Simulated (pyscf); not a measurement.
`[GeH3][AsH][AsH2]` + `[H][H]` -> `[GeH3][AsH2]` + `[AsH3]`, a four-centre exchange (singlet surface; As–As, H–H broken, As–H, As–H formed). Single points on ωB97X-D3(BJ)/def2-SVP structures (PySCF, gas phase). Energies in kJ/mol from the separated reactants.

Small-basis levels: PySCF, no dispersion term, spherical d functions. AM1 to PM7: differences of heats of formation from MOPAC, which are fitted to 298 K values and so differ in kind from electronic energies by zero-point and thermal terms. GFN2-xTB: tblite. Cost: rough CPU time at the saddle relative to B3LYP/6-31G*+LANL2DZ, from one job on a shared machine.

```tsv
level	barrier	reaction energy	cost
HF/3-21G	334.9	-5.5	0.3
SVWN5/6-31G*+LANL2DZ	177.5	+5.8	0.9
B3LYP/6-311+G**+LANL2DZ	240.7	-34.0	1
PBE/def2-SVP	213.9	+5.8	5
B3LYP/def2-SVP	246.4	-5.7	3
GFN2-xTB	190.2	-16.2	under 0.02
PM3	227.7	+65.2	under 0.02
PM6	373.0	+113.2	under 0.02
PM7	350.5	+122.4	under 0.02
ωB97M-D3(BJ)/def2-TZVP	270.1	+8.3	–
```

Against the last row the barrier runs from -92.5 (SVWN5/6-31G*+LANL2DZ) to +102.9 kJ/mol (PM6). ωB97M-D3(BJ)/def2-TZVP has limits of its own. The same reactants have a lower exit, to H₃Ge–AsH• + AsH₂• + H₂ (no saddle counted: cutting one bond costs +208.7 kJ/mol at ωB97M-D3(BJ)/def2-TZVP, against +270.1 kJ/mol here). This is the saddle that the search found; another between the same sides may lie lower. In the def2 sets elements up to Kr have no core potential.
